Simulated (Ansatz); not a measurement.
# AlPH (quartet): the correlation ladder at distance Al1–P2 = 5.255 Å, 6-31G

How much of the correlation energy of AlPH (quartet) does each wave-function method recover here?

The runs use Ansatz 0.2.0, Gaussian basis; 6-31G, core rule «outside noble gas», up to 10 orbitals frozen.

Plan: UHF; CCSD(T) on ROHF; CCSD(T) on UHF; BCCD(T) on ROHF; CISD; CCSDT(Q) on ROHF; CCSDT(Q) on UHF; CCSDTQ on ROHF; CCSDTQ on UHF; CASSCF and MRCISD+Q, 5 electrons in 5 orbitals; CASSCF and NEVPT2, 5 electrons in 5 orbitals; CASSCF and MRCISD+Q, 9 electrons in 9 orbitals; CASSCF and NEVPT2, 9 electrons in 9 orbitals; Full CI.

**1. The geometry**

The geometry derives from a PBE0/def2-TZVP stationary point (not a proven minimum). One bond is set to the value named and the two fragments are kept rigid.

3 atoms, charge 0, spin multiplicity 4.

Atoms are counted from 1 here; the program's logs count them from 0.

Bond lengths: P2–H3 1.430 Å.

**2. UHF**

in.yaml

```yaml
crystal:
  periodic: [false, false, false]
  atoms:
    - {symbol: Al, position_ang: [0.000000, -0.309092, 3.590358]}
    - {symbol: P, position_ang: [0.000000, -0.547460, -1.659233]}
    - {symbol: H, position_ang: [0.000000, 0.856552, -1.931124]}
basis:
  gaussian: {orbitals: 6-31G}
magnetization: {spin_polarized: true, initial_magnetization: 3}
hamiltonian: {xc: hf}
output: {orbitals: {seedname: orbitals}}
```

The run is started by

```sh
$ ansatz run in.yaml --threads 1 --pin off --events-out ev --progress --plain --max-ram 4096MiB --backend cpu
```

Further steps of the session: CCSD(T) on ROHF; CCSD(T) on UHF; BCCD(T) on ROHF; CISD; CCSDT(Q) on ROHF; CCSDT(Q) on UHF; CCSDTQ on ROHF; CCSDTQ on UHF; CASSCF and MRCISD+Q, 5 electrons in 5 orbitals; CASSCF and NEVPT2, 5 electrons in 5 orbitals; CASSCF and MRCISD+Q, 9 electrons in 9 orbitals; CASSCF and NEVPT2, 9 electrons in 9 orbitals; Full CI.

**Question.** What will the summary of the whole plan be? Wanted: FCI from the RHF energy; RMP2 from FCI; UMP2 from FCI; RCCSD from FCI; RCCSD(T) from FCI; UCCSD(T) from FCI; RCCSDT(Q) from FCI; UCCSDT(Q) from FCI; NEVPT2 pair from FCI.

**Answer**, as computed:

| quantity | value |
| --- | --- |
| FCI from the ROHF energy | -1.9959 eV |
| RMP2 from FCI | +674.0 meV |
| UMP2 from FCI | +658.5 meV |
| RCCSD from FCI | +15.9 meV |
| RCCSD(T) from FCI | +5.0 meV |
| UCCSD(T) from FCI | +4.7 meV |
| RCCSDT(Q) from FCI | +0.2 meV |
| UCCSDT(Q) from FCI | 0.0 meV |
| NEVPT2 pair from FCI | +541.3 meV |
| MRCISD+Q pair from FCI | -29.5 meV |
| NEVPT2 valence from FCI | +252.6 meV |
| levels within 1 kcal/mol (43 meV) | RCCSD, UCCSD, RCCSD(T), UCCSD(T), BCCD(T), RCCSDT, UCCSDT, RCCSDT(Q), UCCSDT(Q), RCCSDTQ, UCCSDTQ, MRCISD+Q pair, MRCISD valence, MRCISD+Q valence |
| T1 diagnostic | 0.015 |
| effectively unpaired electrons | 3.06 |

RCCSD(T) lands +5.0 meV from the yardstick (0.2 % of the correlation energy). MRCISD+Q pair falls below full CI: the +Q correction isn't variational, and the cores differ from full CI's. One determinant dominates. Of the multireference levels listed MRCISD+Q valence comes nearest in total energy (+3.7 meV), which doesn't show that its space is the better one. These misses are within one basis, not against nature; the frozen cores of restricted and unrestricted runs differ, which can shift their rows.

Levels on UHF freeze UHF's core orbitals, full CI those of ROHF, so the U rows can settle a little off it for that reason alone.

With open shells the CI space here admits some triples and quadruples, so it is larger than plain CISD.
